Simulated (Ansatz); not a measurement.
System: Cs2AgInCl6 (Fm-3m, No. 225). Method: LDA (PAW; Ansatz, a quantum-chemistry and plane-wave program).

Run with plane-wave cutoff 520 eV, 6×6×6 k mesh, Fermi–Dirac smearing 0.01 eV, no spin polarisation, scalar-relativistic PAW data made under PBE.

Cell (measured lattice):

```cif
data_AgCl6Cs2In
_chemical_formula_sum 'Cs2 In1 Ag1 Cl6'
_space_group_name_H-M_alt 'P 1'
_space_group_IT_number 1
_cell_length_a 7.40270
_cell_length_b 7.40270
_cell_length_c 7.40270
_cell_angle_alpha 60.000
_cell_angle_beta 60.000
_cell_angle_gamma 60.000
loop_
_space_group_symop_operation_xyz
  'x, y, z'
loop_
_atom_site_label
_atom_site_type_symbol
_atom_site_fract_x
_atom_site_fract_y
_atom_site_fract_z
_atom_site_occupancy
Cs1 Cs 0.25000 0.25000 0.25000 1
Cs2 Cs 0.75000 0.75000 0.75000 1
In1 In 0.00000 0.00000 0.00000 1
Ag1 Ag 0.50000 0.50000 0.50000 1
Cl1 Cl 0.76021 0.23979 0.23979 1
Cl2 Cl 0.23979 0.76021 0.23979 1
Cl3 Cl 0.23979 0.76021 0.76021 1
Cl4 Cl 0.76021 0.23979 0.76021 1
Cl5 Cl 0.23979 0.23979 0.76021 1
Cl6 Cl 0.76021 0.76021 0.23979 1
```

Q: Predict the band gap.

A: 
- band gap: 0.90 eV

Note: cell and atoms aren't relaxed at this level (largest force component 0.31 eV/Å, pressure -2.2 GPa).

Spin–orbit coupling is not included.
